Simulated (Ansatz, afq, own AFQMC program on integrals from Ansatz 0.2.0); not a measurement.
**Where AFQMC and coupled cluster stand for CH4Si, triplet**

```xyz
6

C    -1.8520    0.0000    0.0000
H    -2.2152    1.0273    0.0000
H    -2.2152   -0.5137    0.8897
H    -2.2152   -0.5137   -0.8897
H    -0.6550    0.0000    0.0000
Si    1.0540    0.0000    0.0000
```

Connectivity, by distances: CH3 ··· Si, 1 bridging H.

Basis cc-pVTZ. Only valence electrons are correlated. Integrals, coupled cluster, full CI and functionals: Ansatz 0.2.0; the random walks run on the same integrals in our own AFQMC program. The CISD trial takes its coefficients from CCSD amplitudes. Released means that phaseless walkers are propagated on without the constraint, phases kept. Error bars are statistical, one sigma.

Determinant: UHF, the one that the program's search chose, which needn't be the lowest solution. The geometry is a point of a scan.

No full CI on the walks' own integrals is used here. The released AFQMC energy serves as the reference, which it does only where one determinant dominates, the energy is flat over the last release times and near the phaseless one (40 meV or 2 meV an electron, half that with transition metals). On small molecules, where full CI could be run and the noise was under 10 meV, such values lay within 10 meV of it in 19 cases of 20, a flattering rate, since the rule was set on those same cases; what remains of the bias isn't in the error bar.

Cautions: lower spins were not checked; the released value is read at 2.40 1/Eh (meV from the phaseless value at times in 1/Eh: -11 ± 6 at 0.24, -7 ± 5 at 0.51, -8 ± 7 at 0.99, -15 ± 5 at 1.62, -7 ± 5 at 2.40).

- T1 diagnostic: 0.0175
- weight of the determinant in the CISD state: 0.861
- ⟨S²⟩ of the determinant: 2.030
- size of the correlated space: 12 electrons in 114 orbitals

Problem. Estimate: order these by the size of their error in total energy against AFQMC with the constraint released, smallest first.
A. CCSD
B. phaseless AFQMC with a CISD trial
C. CCSD(T)
D. MP2

Solution. B (0.17 ± 0.17 kcal/mol), C (0.97 ± 0.12 kcal/mol), A (7.96 ± 0.12 kcal/mol), D (31.03 ± 0.12 kcal/mol).

Reference: AFQMC with the constraint released, correlation energy -8.579 ± 0.005 eV.

A walk keeps the symmetry of its determinant, which the program's search chose and which needn't be the lowest solution, so a lower state of the same spin and another symmetry isn't excluded. Released energies are given only where the last usable release times agree within the noise; a slower fall can still hide under it.
